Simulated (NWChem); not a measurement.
## Correlation energy of HLi

```
Li
H 1 1.5976
```
Charge 0, spin multiplicity 1.

All runs are NWChem calculations. All single points use one geometry, from PBE0/def2-SVP, a minimum by its harmonic frequencies.

Basis set: def2-QZVP. Each correlation energy counts from its own Hartree-Fock reference.

The correlated methods freeze no orbitals. The structure started from a generated list of species. No row is a measurement; the coupled-cluster row has its own basis-set and correlation limits.

Task: Order these methods by the correlation energy they give, lowest first: CR-CCSD(T), SCS-MP2, MP2.

Result: CR-CCSD(T) (-72.3 mHa), SCS-MP2 (-71.2 mHa), MP2 (-59.8 mHa)
